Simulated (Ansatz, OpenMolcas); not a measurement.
# SiH3Cl (chlorosilane): methods side by side

SiH3Cl has 5 atoms, charge 0, and is taken as a singlet. SMILES: `[SiH3]Cl`. The coordinates come from a PBE0-D4/def2-TZVP relaxation.

```xyz
5

Si   -0.1120    0.0186   -0.0309
Cl    1.8383   -0.5135    0.3299
H    -0.9509   -0.4883    1.0791
H    -0.5347   -0.5857   -1.3149
H    -0.1908    1.4954   -0.1047
```

Each level gives the energy change with the Si1–H4 bond stretched from 1.481 to 2.221 Å (eV). The values are calculated.

```json
{"level": "BLYP/STO-3G (restricted)", "kind": "GGA", "program": "Ansatz", "value (eV)": "?"}
{"level": "PBE/STO-3G (restricted)", "kind": "GGA", "program": "OpenMolcas", "value (eV)": "?"}
{"level": "revPBE/STO-3G (restricted)", "kind": "GGA", "program": "Ansatz", "value (eV)": "2.87"}
{"level": "BHLYP/STO-3G (restricted)", "kind": "global hybrid", "program": "Ansatz", "value (eV)": "3.57"}
{"level": "wB97M-V/STO-3G (restricted)", "kind": "range-separated hybrid", "program": "Ansatz", "value (eV)": "3.37"}
{"level": "wB97X/STO-3G (restricted)", "kind": "range-separated hybrid", "program": "Ansatz", "value (eV)": "3.47"}
{"level": "RPA@PBE/STO-3G (restricted)", "kind": "RPA", "program": "Ansatz", "value (eV)": "3.00"}
{"level": "CCSDT(Q)/STO-3G (restricted)", "kind": "coupled cluster or CI", "program": "Ansatz", "value (eV)": "2.92"}
{"level": "FCI/STO-3G", "kind": "exact in the basis", "program": "Ansatz", "value (eV)": "2.92"}
```

Q: Estimate what the levels marked ? give.

A: As computed at these levels: BLYP/STO-3G (restricted): 2.84 eV; PBE/STO-3G (restricted): 2.91 eV. The first shape isn't each level's own minimum. The values span 2.84 to 3.57 eV. All rows use very small basis sets, so even the best lies far from the true value.
